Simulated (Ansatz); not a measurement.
## C₂H₄Al (charge -1), SMILES C#[C][AlH3-]: a rigid scan of one bond length, step by step

With the Ansatz DFT code, driven from Python.

Contents of `c2h4al.xyz`:
```text
7

C     2.02690   -0.10930   -0.25750
C     0.83300   -0.04490   -0.10580
Al   -1.08920    0.05870    0.13840
H     3.07530   -0.16580   -0.39070
H    -1.69950    1.11390   -0.89330
H    -1.73600   -1.37800   -0.12250
H    -1.41050    0.52530    1.63150
```

Notebook, run cell by cell (the value of a cell's last expression is shown):

**Cell 1**
```python
import ansatz as az
import numpy as np
```

**Cell 2**
```python
BASIS_SET = "cc-pVDZ"
XC = "hf"
NET_CHARGE = -1
```

**Cell 3**
```python
system = az.Crystal.molecule_from_extxyz("c2h4al.xyz")
```

**Cell 4**
```python
symbols = [site.symbol for site in system.cartesian_sites]
start = np.array([site.position_ang for site in system.cartesian_sites])
axis = (start[1] - start[2]) / np.linalg.norm(start[1] - start[2])
moving = [0, 1, 3]
lengths, energies = [1.708, 1.785, 1.863, 1.94, 2.018, 2.096, 2.173, 2.29], []
for length in lengths:
    xyz = start.copy()
    xyz[moving] += (length - np.linalg.norm(start[1] - start[2])) * axis
    point = az.Crystal.molecule()
    for symbol, place in zip(symbols, xyz):
        point = point.atom(symbol, place.tolist())
    calc = (
        point.calculation()
        .basis(gaussian=BASIS_SET)
        .functional(XC)
        .charge(NET_CHARGE)
    )
    rep = calc.run(threads=1).report
    energies.append(rep["free_energy_ev"])
    print(f"r = {length:6.3f} A  E = {energies[-1]:.5f} eV  <S^2> = {abs(rep['mean_field']['state']['spin_squared']):.3f}")
```
Output:
```text
r =  1.708 A  E = -8705.05811 eV  <S^2> = 0.000
r =  1.785 A  E = -8705.55624 eV  <S^2> = 0.000
r =  1.863 A  E = -8705.86794 eV  <S^2> = 0.000
r =  1.940 A  E = -8706.03487 eV  <S^2> = 0.000
r =  2.018 A  E = -8706.09945 eV  <S^2> = 0.000
r =  2.096 A  E = -8706.08772 eV  <S^2> = 0.000
r =  2.173 A  E = -8706.02255 eV  <S^2> = 0.000
r =  2.290 A  E = -8705.85588 eV  <S^2> = 0.000
```

**Cell 5**
```python
# quartic fit about the minimum
fit = np.polynomial.Polynomial.fit(lengths, np.array(energies) - min(energies), 4).convert()
roots = [r.real for r in fit.deriv().roots() if abs(r.imag) < 1e-9 and fit.deriv(2)(r.real) > 0]
r_e = min(roots, key=lambda r: abs(r - lengths[int(np.argmin(energies))]))
print(f"minimum of the fit at {r_e:.4f} A, force constant {fit.deriv(2)(r_e):.2f} eV/A^2")
```
Output:
```text
minimum of the fit at 2.0415 A, force constant 11.05 eV/A^2
```

Caveats:
- Total energies depend on the basis set; only differences at equal settings carry meaning.
- The rest of the molecule is held rigid at a force-field or estimated start geometry, and the basis set is modest; single-reference methods fail as a bond breaks.
- Hartree-Fock leaves correlation out, so bond, atomisation and ionisation energies come out well too low.
- The orbitals are restricted, so S² is zero by construction.
- Anions want diffuse functions, which this basis lacks.
- Hardware and time: 3.1 s on 1 thread of Arm Neoverse V2 (shared host), peak memory 0.16 GiB.

(Lines on the test bed's own set-up are left out of the output.)
